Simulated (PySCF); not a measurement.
acetic acid cation (C₂H₄O₂), SMILES CC(=O)O (connectivity only; charge and spin as stated), charge +1, multiplicity 2. Atoms are numbered in the order given.

```xyz
8

C      0.3179     1.3561     0.0000
C     -0.0543    -0.0905     0.0000
O      0.8545    -0.9963     0.0000
O     -1.2788    -0.3453     0.0000
H     -0.5613     2.0169     0.0000
H      0.9227     1.5226     0.9110
H      0.9227     1.5226    -0.9110
H      0.5282    -1.9233     0.0000
```
Charge +1, spin multiplicity 2.

The structure is a stationary point at B3LYP-D3(BJ)/def2-SVP. The spin state was assumed, not searched. The values are those of a single conformer.

These are PBE/def2-TZVPD (PySCF) values and carry that method's errors.

Mulliken values depend strongly on the basis, most of all with diffuse functions as here. ESP charges are fitted to the potential on shells at 1.4 to 2.0 van der Waals radii. Atomic charges (e):

```json
[
 {"atom": "C1", "Mulliken": "-0.47", "ESP fit": "-0.56", "meta-Löwdin": "-0.34", "Mulliken spin": "0.11"},
 {"atom": "C2", "Mulliken": "0.51", "ESP fit": "0.57", "meta-Löwdin": "0.57", "Mulliken spin": "-0.05"},
 {"atom": "O3", "Mulliken": "-0.20", "ESP fit": "-0.33", "meta-Löwdin": "-0.27", "Mulliken spin": "0.06"},
 {"atom": "O4", "Mulliken": "-0.01", "ESP fit": "-0.02", "meta-Löwdin": "-0.01", "Mulliken spin": "0.82"},
 {"atom": "H5", "Mulliken": "0.28", "ESP fit": "0.27", "meta-Löwdin": "0.20", "Mulliken spin": "0.02"},
 {"atom": "H6", "Mulliken": "0.26", "ESP fit": "0.29", "meta-Löwdin": "0.22", "Mulliken spin": "0.02"},
 {"atom": "H7", "Mulliken": "0.26", "ESP fit": "0.29", "meta-Löwdin": "0.22", "Mulliken spin": "0.02"},
 {"atom": "H8", "Mulliken": "0.38", "ESP fit": "0.49", "meta-Löwdin": "0.41", "Mulliken spin": "0.00"}
]
```
